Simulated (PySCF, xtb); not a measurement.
LiF, SMILES [F][Li].

Harmonic wavenumbers (cm⁻¹) from GFN2-xTB (xtb) at its own minimum, in rising order: 894.

### Question
What does PBE-D3(BJ)/def2-TZVPD in PySCF 2.14.0 give at its own minimum? (An estimate is asked for; the answer gives what the named calculation found.)

### Answer
880. Paired by order, the mean absolute difference is 14 cm⁻¹ and the zero-point energies are 1.3 and 1.3 kcal/mol.
